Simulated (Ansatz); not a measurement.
**SiNO+ (triplet): from Hartree-Fock to the top rungs, def2-QZVPP**

One table from this session's results is given with a row withheld; the runs are named, their logs left out.

The runs use Ansatz 0.2.0, Gaussian basis; def2-QZVPP, core rule «outside noble gas», up to 7 orbitals frozen.

The runs, in order: UHF; ROHF; CCSD(T) on UHF.

### The geometry

The geometry is a PBE0/def2-TZVP stationary point (not a proven minimum) of the parent state, kept for this charge and spin.

3 atoms, charge 1, spin multiplicity 3.

Atoms are counted from 1 here; the program's logs count them from 0.

Bond lengths: N1–O2 1.289 Å, O2–Si3 1.710 Å. Angles: N1–O2–Si3 128.1°.

Coordinates:

```
N     0.0000   -0.2948    1.5973
O     0.0000    0.4274    0.5298
Si    0.0000   -0.0965   -1.0984
```

Set-up of the first run:

in.yaml reads:

```yaml
crystal:
  periodic: [false, false, false]
  atoms:
    - {symbol: N, position_ang: [0.000000, -0.294753, 1.597255]}
    - {symbol: O, position_ang: [0.000000, 0.427443, 0.529787]}
    - {symbol: Si, position_ang: [0.000000, -0.096502, -1.098380]}
basis:
  gaussian: {orbitals: "def2-QZVPP.json"}
total_charge: 1
magnetization: {spin_polarized: true, initial_magnetization: 2}
hamiltonian: {xc: hf}
output: {orbitals: {seedname: orbitals}}
```

Launch:

```
$ ansatz run in.yaml --threads 1 --pin off --events-out ev --progress --plain --max-ram 2393MiB
```

Steps of the session up to this table: UHF; ROHF; CCSD(T) on UHF.

One table of the session follows, with a row left open; its other results are not shown here.

| method | from UCCSD(T) (kJ/mol) |
| --- | --- |
| ROHF | +1348.1 |
| UHF | +1320.7 |
| UMP2 | ? |
| UCCSD | +59.4 |
| UCCSD(T) | 0 |

Estimate the missing values for UMP2.

As computed: from UCCSD(T) (kJ/mol): +111.2. In the column «from UCCSD(T) (kJ/mol)» it lies between UCCSD (+59.4) and UHF (+1320.7).
